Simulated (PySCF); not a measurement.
# LiN⁺: the SCF solver's settings

Aim: find out which solver settings change the answer for LiN⁺.

Computed with PySCF 2.14.0. Level: each script names its method and basis.

3 further runs of the same task are left out: 3 that didn't finish.

## 1. Where the work starts

LiN⁺: 2 atoms, charge 1, spin multiplicity 2.

Bond lengths: Li1–N2 2.040 Å.

## 2. The base run

Input file input.py:

```python
from pyscf import gto, dft
from pyscf.prop.polarizability import uhf as pol

mol = gto.M(
    atom='Li 0 0 0; N 0 0 2.04',
    basis='jorge-dzp',
    charge=1,
    spin=1,
    verbose=4,
)
mf = dft.UKS(mol, xc='hcth407')
mf = mf.newton()
mf.kernel()
print('polarizability (a.u.)')
print(pol.Polarizability(mf).polarizability().round(4))
mf.dip_moment()
print('orbital energies (hartree):', [e[max(0, n-3):n+3].round(4) for e, n in zip(mf.mo_energy, mol.nelec)])
```

On the command line:

```console
$ python input.py
```

The log of this run is left out.

It gives: E(SCF) = -61.775085 Eh, 6 macro-iterations, ⟨S²⟩ = 0.753, α(xx, yy, zz) = 6.3, 5.8, 7.1 bohr³.

The bond length is a typed value, not an optimised one. The dipole of an ion depends on the origin.

## 3. Level shift -0.2 hartree

Run 1 changes level shift: none → -0.2 hartree.

Input file input.py:

```python
from pyscf import gto, dft
from pyscf.prop.polarizability import uhf as pol

mol = gto.M(
    atom='Li 0 0 0; N 0 0 2.04',
    basis='jorge-dzp',
    charge=1,
    spin=1,
    verbose=4,
)
mf = dft.UKS(mol, xc='hcth407')
mf.level_shift = -0.2
mf = mf.newton()
mf.kernel()
print('polarizability (a.u.)')
print(pol.Polarizability(mf).polarizability().round(4))
mf.dip_moment()
print('orbital energies (hartree):', [e[max(0, n-3):n+3].round(4) for e, n in zip(mf.mo_energy, mol.nelec)])
```

On the command line:

```console
$ python input.py
```

## 4. DIIS space 12

Run 2 changes DIIS space: default → 12.

input.py, as its differences from that of step 2:

```diff
@@ -11,2 +11,3 @@
 mf = dft.UKS(mol, xc='hcth407')
+mf.diis_space = 12
 mf = mf.newton()
```

## 5. DIIS space off

Run 3 changes DIIS space: default → off.

input.py, as its differences from that of step 2:

```diff
@@ -11,2 +11,3 @@
 mf = dft.UKS(mol, xc='hcth407')
+mf.diis = False
 mf = mf.newton()
```

## 6. Cycle limit 8

Run 4 changes cycle limit: 50 → 8.

input.py, as its differences from that of step 2:

```diff
@@ -11,2 +11,3 @@
 mf = dft.UKS(mol, xc='hcth407')
+mf.max_cycle = 8
 mf = mf.newton()
```

## 7. Level shift 0.3 hartree

Run 5 changes level shift: none → 0.3 hartree.

input.py, as its differences from that of step 2:

```diff
@@ -11,2 +11,3 @@
 mf = dft.UKS(mol, xc='hcth407')
+mf.level_shift = 0.3
 mf = mf.newton()
```

Before running it: what results should come out? Wanted: for each run, E(SCF); from base; gap, α spin.

The runs gave:

| run | E(SCF) (hartree) | from base (eV) | cycles | gap, α spin (eV) |
| --- | --- | --- | --- | --- |
| base | -61.775085 | 0 | 6 macro | -0.50 |
| level shift -0.2 hartree | -61.775085 | 0.0000 | 6 macro | -0.50 |
| DIIS space 12 | -61.775085 | 0.0000 | 6 macro | -0.50 |
| DIIS space off | -61.775085 | 0.0000 | 6 macro | -0.50 |
| cycle limit 8 | -61.775085 | 0.0000 | 6 macro | -0.50 |
| level shift 0.3 hartree | -61.775085 | 0.0000 | 6 macro | -0.50 |

Distance from each run's final energy (log10 hartree) by cycle:

| run | cycle 1 | cycle 2 | cycle 3 | cycle 5 | cycle 8 | cycle 12 |
| --- | --- | --- | --- | --- | --- | --- |
| base | -5.8 | -7.0 | -7.2 | -9.4 | done | done |
| level shift -0.2 hartree | -5.8 | -7.0 | -7.2 | -9.4 | done | done |
| DIIS space 12 | -5.8 | -7.0 | -7.2 | -9.4 | done | done |
| DIIS space off | -5.8 | -7.0 | -7.2 | -9.4 | done | done |
| cycle limit 8 | -5.8 | -7.0 | -7.2 | -9.4 | done | done |
| level shift 0.3 hartree | -5.8 | -7.0 | -7.2 | -9.4 | done | done |

**Reading.** With level shift -0.2 hartree or DIIS space 12 or DIIS space off or cycle limit 8 or level shift 0.3 hartree the SCF ends at the base energy. The cycles with level shift -0.2 hartree or DIIS space 12 or DIIS space off or level shift 0.3 hartree repeat those of the base digit for digit, so the setting never acted.
